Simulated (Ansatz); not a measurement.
Cost and result for the atomization energy of C4H6F2 (`C/C(F)=C(\C)F`) (12 atoms, 11 bonds).

```xyz
12

C    -0.1123   -1.5833   -0.4577
C     0.2803   -0.6780    0.6434
F     0.7313   -1.3378    1.7258
C     0.2417    0.6490    0.6876
C    -0.2051    1.6010   -0.3517
F     0.6561    1.2605    1.8121
H    -0.4701   -1.0336   -1.3257
H    -0.9043   -2.2606   -0.1253
H     0.7402   -2.1968   -0.7631
H     0.6114    2.2775   -0.6201
H    -1.0295    2.2123    0.0266
H    -0.5397    1.0898   -1.2519
```

The species carries charge 0 and has multiplicity 1. The structure was optimised at the PBE0-D4/def2-TZVP level. It is a higher conformer; a search finds a lower one. Program: Ansatz. All runs use 4 threads of a server CPU on a shared host. Times are those of one run each, without the atoms' runs, and a repeat can differ threefold. Electronic energies, without spin–orbit coupling; frozen cores. CCSD(T)/CBS adds CCSD(T) − MP2 in def2-TZVPP to the MP2 limit, and its time is that of the two runs behind it. T1 = 0.011. B3LYP takes the VWN-RPA correlation (the form of Gaussian; ORCA's B3LYP/G).

CCSD(T)/CBS is a level of theory with its own doubt, some kJ/mol a heavy atom from the limit and from the frozen cores, so smaller differences don't rank the functionals.

```
                             level  functions  wall time
   PBE-D4/def2-TZVPP (with forces)        270      2.3 s
                PBE0-D4/def2-TZVPP        270      2.3 s
r2SCAN-D4/def2-TZVPP (with forces)        270      3.3 s
 B3LYP-D4/def2-TZVPP (with forces)        270      3.8 s
                ωB97X-V/def2-TZVPP        270      5.5 s
                 B2PLYP/def2-TZVPP        270      5.5 s
  ωB97M-V/def2-TZVPP (with forces)        270      7.5 s
                    MP2/def2-QZVPP        522       24 s
                CCSD(T)/def2-TZVPP        270    2.8 min
                 CCSD(T)/CBS(def2)          –    3.2 min
```

Problem. What atomization energy does each give, and how far from CCSD(T)/CBS? (Estimate.)

Solution. Computed: 
```json
{"level": "PBE-D4/def2-TZVPP (with forces)", "atomization (kcal/mol)": "1214.5", "difference from CCSD(T)/CBS": "40.4", "per bond": "3.7"}
{"level": "PBE0-D4/def2-TZVPP", "atomization (kcal/mol)": "1187.2", "difference from CCSD(T)/CBS": "13.1", "per bond": "1.2"}
{"level": "r2SCAN-D4/def2-TZVPP (with forces)", "atomization (kcal/mol)": "1182.6", "difference from CCSD(T)/CBS": "8.5", "per bond": "0.8"}
{"level": "B3LYP-D4/def2-TZVPP (with forces)", "atomization (kcal/mol)": "1176.5", "difference from CCSD(T)/CBS": "2.4", "per bond": "0.2"}
{"level": "ωB97X-V/def2-TZVPP", "atomization (kcal/mol)": "1177.6", "difference from CCSD(T)/CBS": "3.5", "per bond": "0.3"}
{"level": "B2PLYP/def2-TZVPP", "atomization (kcal/mol)": "1165.5", "difference from CCSD(T)/CBS": "-8.6", "per bond": "-0.8"}
{"level": "ωB97M-V/def2-TZVPP (with forces)", "atomization (kcal/mol)": "1179.7", "difference from CCSD(T)/CBS": "5.6", "per bond": "0.5"}
{"level": "MP2/def2-QZVPP", "atomization (kcal/mol)": "1188.2", "difference from CCSD(T)/CBS": "14.1", "per bond": "1.3"}
{"level": "CCSD(T)/def2-TZVPP", "atomization (kcal/mol)": "1146.3", "difference from CCSD(T)/CBS": "-27.8", "per bond": "-2.5"}
{"level": "CCSD(T)/CBS(def2)", "atomization (kcal/mol)": "1174.1", "difference from CCSD(T)/CBS": "0.0", "per bond": "0.0"}
```

From PBE to PBE0 (25 % exact exchange), in def2-TZVPP and without D4, the atomization energy moves by −26.5 kcal/mol: exact exchange takes away binding that semilocal exchange gives to molecules. In def2-TZVPP, CCSD(T) changes the Hartree–Fock value by +286.9 kcal/mol (the triples alone add +18.7 kcal/mol) and MP2 by +312.5 kcal/mol; breaking electron pairs costs correlation energy, which Hartree–Fock lacks. The D4 term adds +7.7 kcal/mol with B3LYP and +4.0 kcal/mol with PBE0; it sums over pairs of atoms, weighted by their polarisabilities, and B3LYP, whose exchange is more repulsive, gets the larger term.
